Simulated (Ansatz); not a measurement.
A calculation with Ansatz (development build ahead of 0.2.0).

```yaml
crystal:
  periodic: [false, false, false]
  atoms:
    - { symbol: Mg, position_ang: [0.0, 0.0, 0.0] }
    - { symbol: H, position_ang: [2.58927, 0.0, 1.49492] }
    - { symbol: H, position_ang: [-2.98367, 0.0, 1.72262] }
basis:
  gaussian: { orbitals: STO-3G }
magnetization:
  initial_magnetization: 2
hamiltonian:
  xc: hf
correlation:
  method: fci
  frozen_orbitals: { H: 0, Mg: 1 }
```

The input is written out in the form of the current development build from the run's settings.

Output:

* Converged: yes
* Total energy: -197.99619 hartree
* State: lowest triplet root, of any spatial symmetry
